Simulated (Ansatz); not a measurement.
# C6H12: the cost of one run

The runs use Ansatz 0.2.0, Gaussian basis; the settings change from run to run.

### Step 1. The molecule

The structure was relaxed beforehand with PBE0-D4 in a triple-zeta def2 set.

18 atoms, charge 0, spin multiplicity 1.

Atoms are counted from 1 here; the program's logs count them from 0.

Bond lengths: C1–C2 1.514 Å, C1–H7 1.095 Å, C1–H8 1.093 Å, C1–H9 1.093 Å, C2–C3 1.526 Å, C2–C6 1.526 Å, C2–H10 1.099 Å, C3–C4 1.532 Å, C3–H11 1.097 Å, C3–H12 1.093 Å, C4–C5 1.547 Å, C4–H13 1.093 Å, C4–H14 1.092 Å, C5–C6 1.532 Å, C5–H15 1.093 Å, C5–H16 1.092 Å, C6–H17 1.093 Å, C6–H18 1.097 Å. Angles: C2–C1–H7 110.5°, C2–C1–H8 111.5°, C2–C1–H9 111.5°, H7–C1–H8 107.7°, H7–C1–H9 107.7°, H8–C1–H9 107.7°, C1–C2–C3 114.7°, C1–C2–C6 114.7°, C1–C2–H10 109.0°, C3–C2–C6 101.9°, C3–C2–H10 108.1°, C6–C2–H10 108.1°, C2–C3–C4 104.6°, C2–C3–H11 108.5°, C2–C3–H12 113.1°, C4–C3–H11 110.4°, C4–C3–H12 113.1°, H11–C3–H12 107.1° and more.

### Step 2. rPW86-PBE/def2-TZVP

Options: atoms shaken by 0.15 Å, a grid of angular degree 47.

in.yaml

```yaml
crystal:
  periodic: [false, false, false]
  atoms:
    - {symbol: C, position_ang: [0.940065, -1.894983, 0.354360]}
    - {symbol: C, position_ang: [0.428599, -0.620544, 0.392833]}
    - {symbol: C, position_ang: [0.418436, 0.294546, -0.888868]}
    - {symbol: C, position_ang: [-0.199741, 1.438317, -0.754561]}
    - {symbol: C, position_ang: [-1.252136, 1.093144, 0.540373]}
    - {symbol: C, position_ang: [-1.130215, -0.207967, 0.810780]}
    - {symbol: H, position_ang: [0.510308, -2.527684, -0.432746]}
    - {symbol: H, position_ang: [2.077172, -1.934121, -0.235055]}
    - {symbol: H, position_ang: [1.386844, -2.384668, 1.140044]}
    - {symbol: H, position_ang: [1.361232, 0.412397, 0.889077]}
    - {symbol: H, position_ang: [-0.228996, -0.344140, -1.439955]}
    - {symbol: H, position_ang: [1.284094, 0.454705, -1.613792]}
    - {symbol: H, position_ang: [0.025544, 2.450046, -0.522653]}
    - {symbol: H, position_ang: [-0.860110, 1.879971, -1.579396]}
    - {symbol: H, position_ang: [-0.990121, 1.947891, 1.250906]}
    - {symbol: H, position_ang: [-2.224795, 1.325203, 0.394667]}
    - {symbol: H, position_ang: [-0.541210, -0.108901, 2.134689]}
    - {symbol: H, position_ang: [-1.314647, -0.923100, 0.493076]}
basis:
  gaussian: {orbitals: def2-TZVP, final_grid: {core_spheres: 20, valence_spheres: 16, degree: 47}}
hamiltonian: {xc: {name: rPW86-PBE}}
```

Launch:

```console
> ansatz run in.yaml --threads 2 --pin off --events-out ev --progress --plain --max-ram 20480MiB --backend cpu
```

**Question.** How long does this run take on 2 threads of AMD EPYC 7R13, shared host, and how much memory does it need?

About 7 s, with a peak of 0.41 GiB.
